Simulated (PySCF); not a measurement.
Which level of theory gave which numbers?

3-chlorothiophene, C4H3ClS.
SMILES: `Clc1ccsc1`

The closed-shell ground state was solved 4 times with PySCF (density fitting, gas phase), always with PBE0, in these basis sets: STO-3G, def2-SVP, pcSseg-0 and pcSseg-2. Geometry: PBE0-D3(BJ)/def2-SVP; no solvent, vibrations or thermal averaging.

| row | total energy (Eh) | HOMO (eV) | LUMO (eV) | dipole (D) |
| --- | --- | --- | --- | --- |
| P | -1012.2342 | -6.98 | -0.81 | 1.31 |
| Q | -1000.8931 | -4.87 | 2.38 | 2.58 |
| R | -1010.7750 | -7.28 | -0.87 | 1.33 |
| S | -1011.7530 | -6.89 | -0.61 | 1.20 |

Task: Which basis belongs to which row?

Result: P = pcSseg-2, Q = STO-3G, R = pcSseg-0, S = def2-SVP. From the lowest total energy up: pcSseg-2 (272 functions) 0 eV; def2-SVP (107 functions) +13.09 eV; pcSseg-0 (68 functions) +39.71 eV; STO-3G (41 functions) +308.61 eV.
